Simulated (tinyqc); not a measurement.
Worked calculation: MP2 on RHF in the sto-6g basis, frozen core, for HF, spin multiplicity 1. One step of it, computed by the program tinyqc.

Question. Integrals over molecular orbitals. (pq|rs) = sum C_ip C_jq C_kr C_ls (ij|kl), one index at a time.

coefficients C:
```
              MO1        MO2        MO3       MO4        MO5        MO6
1F 1s    0.997208  -0.244163   0.050292  0.000000   0.000000   0.052788
1F 2s    0.011973   0.991969  -0.277976  0.000000   0.000000  -0.322696
1F 2px   0.000000   0.000000   0.000000  0.026362   0.999652   0.000000
1F 2py   0.000000   0.000000   0.000000  0.999652  -0.026362   0.000000
1F 2pz   0.001093   0.031514   0.688759  0.000000   0.000000  -0.773569
2H 1s   -0.002001   0.099420   0.586583  0.000000   0.000000   0.907328
```

core Hamiltonian H = T + V (hartree), lower triangle:
```
             1F 1s       1F 2s     1F 2px     1F 2py     1F 2pz      2H 1s
1F 1s   -40.870533
1F 2s    -9.112701  -10.838446
1F 2px    0.000000    0.000000  -8.648999
1F 2py    0.000000    0.000000   0.000000  -8.648999
1F 2pz   -0.009505   -0.111614   0.000000   0.000000  -8.708737
2H 1s    -1.069808   -2.483419   0.000000   0.000000  -1.757629  -4.425100
```

Two-electron integrals (ij|kl) in chemists' order, unique and non-zero (hartree):
```
(11|11) 5.406240   (21|11) 0.768129   (21|21) 0.138909   (22|11) 1.266271
(22|21) 0.283987   (22|22) 0.926367   (31|31) 0.029452   (32|31) 0.044681
(32|32) 0.204753   (33|11) 1.266273   (33|21) 0.283987   (33|22) 0.926366
(33|33) 0.998085   (41|41) 0.029452   (42|41) 0.044681   (42|42) 0.204753
(43|43) 0.053789   (44|11) 1.266273   (44|21) 0.283987   (44|22) 0.926366
(44|33) 0.890506   (44|44) 0.998085   (51|51) 0.029452   (52|51) 0.044681
(52|52) 0.204753   (53|53) 0.053789   (54|54) 0.053789   (55|11) 1.266273
(55|21) 0.283987   (55|22) 0.926366   (55|33) 0.890506   (55|44) 0.890506
(55|55) 0.998085   (61|11) 0.095325   (61|21) 0.016535   (61|22) 0.033104
(61|33) 0.033048   (61|44) 0.033048   (61|51) 0.000720   (61|52) 0.001413
(61|55) 0.033215   (61|61) 0.002001   (62|11) 0.255078   (62|21) 0.058132
(62|22) 0.213274   (62|33) 0.210208   (62|44) 0.210208   (62|51) 0.004229
(62|52) 0.032629   (62|55) 0.219404   (62|61) 0.006931   (62|62) 0.062383
(63|31) 0.006272   (63|32) 0.036538   (63|53) 0.006733   (63|63) 0.008871
(64|41) 0.006272   (64|42) 0.036538   (64|54) 0.006733   (64|64) 0.008871
(65|11) 0.180173   (65|21) 0.041618   (65|22) 0.163153   (65|33) 0.156441
(65|44) 0.156441   (65|51) 0.008850   (65|52) 0.059602   (65|55) 0.176578
(65|61) 0.005163   (65|62) 0.058571   (65|65) 0.063318   (66|11) 0.439141
(66|21) 0.101946   (66|22) 0.431039   (66|33) 0.417635   (66|44) 0.417635
(66|51) 0.008615   (66|52) 0.094146   (66|55) 0.457845   (66|61) 0.012220
(66|62) 0.168747   (66|65) 0.183390   (66|66) 0.774999
```

Give: one-electron integrals over orbitals h = C^T H C; Two-electron integrals over orbitals.

Answer.

one-electron integrals over orbitals h = C^T H C (hartree), lower triangle:
```
          1        2        3        4        5        6
1  -40.8574
2    0.7303  -9.1955
3   -0.1451   0.5152  -6.9714
4    0.0000   0.0000   0.0000  -8.6490
5    0.0000   0.0000   0.0000   0.0000  -8.6490
6   -0.1600   0.8599   2.2002   0.0000   0.0000  -6.0223
```

Two-electron integrals over orbitals (pq|rs), unique and non-zero (hartree); the lowest 1 orbital is frozen and left out:
```
(22|22) 0.8734    (32|22) -0.0438   (32|32) 0.1396    (33|22) 0.7062
(33|32) -0.0193   (33|33) 0.6919    (42|42) 0.1887    (43|42) -0.0299
(43|43) 0.0371    (44|22) 0.8953    (44|32) -0.0683   (44|33) 0.6928
(44|44) 0.9981    (52|52) 0.1887    (53|52) -0.0299   (53|53) 0.0371
(54|54) 0.0538    (55|22) 0.8953    (55|32) -0.0683   (55|33) 0.6928
(55|44) 0.8905    (55|55) 0.9981    (62|22) -0.0937   (62|32) -0.0728
(62|33) -0.0249   (62|44) -0.0919   (62|55) -0.0919   (62|62) 0.0914
(63|22) -0.2272   (63|32) 0.0832    (63|33) -0.0991   (63|44) -0.2380
(63|55) -0.2380   (63|62) 0.0403    (63|63) 0.2228    (64|42) -0.0305
(64|43) -0.0214   (64|64) 0.0291    (65|52) -0.0305   (65|53) -0.0214
(65|65) 0.0291    (66|22) 0.6456    (66|32) 0.0505    (66|33) 0.6542
(66|44) 0.6275    (66|55) 0.6275    (66|62) -0.0565   (66|63) -0.0217
(66|66) 0.6846
```
